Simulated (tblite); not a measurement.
Start geometry of `[CH2+][CH]/C=C\Cl` [radical] from a force field or distance geometry (Å):
```
atom  x, y, z in Å
C1    -1.9418   -0.0978   -0.0485
C2    -0.5870    0.2984   -0.2568
C3     0.5859   -0.3758    0.3026
C4     1.8535   -0.0130    0.1127
Cl5    2.4153    1.3072   -0.7939
H6    -2.2041   -0.9584    0.5552
H7    -2.7412    0.4865   -0.5131
H8    -0.4220    1.1775   -0.8654
H9     0.3779   -1.2491    0.9163
H10    2.6722   -0.5707    0.5682
```

What comes out of this run: GFN2-xTB geometry optimisation, gas phase (tblite)?

```
atom  x, y, z in Å
C1    -1.8692   -0.0883   -0.0500
C2    -0.5874    0.3218   -0.2669
C3     0.5186   -0.3596    0.2861
C4     1.8424   -0.0069    0.1127
Cl5    2.3626    1.2902   -0.7859
H6    -2.0916   -0.9540    0.5569
H7    -2.7078    0.4397   -0.4779
H8    -0.3999    1.1940   -0.8805
H9     0.3201   -1.2320    0.8993
H10    2.6209   -0.6001    0.5837
```

The energy falls by 5.4 kcal/mol over 28 L-BFGS steps, the largest force on an atom goes from 3.56 to 0.005 eV/Å, and the atoms move by 0.063 Å rms after alignment. The bond that changes most is C1–C2 (ends: carbon bonded to C and 2 H; carbon bonded to 2 C and H), which shortens by 0.064 Å. Bonds longer at the end by more than 0.005 Å: 1 of 9; shorter: 4. Among the angles that change most is Cl5–C4–H10, from 111.9° to 115.9°. Rotational constants go from 13059, 1864, 1631 to 13486, 1950, 1704 MHz. The orientation of the end geometry is arbitrary; only internal coordinates are fixed.

Its GFN2-xTB frequencies are all real (lowest 125 cm⁻¹).

One conformer stands for the species.

These are computed values.
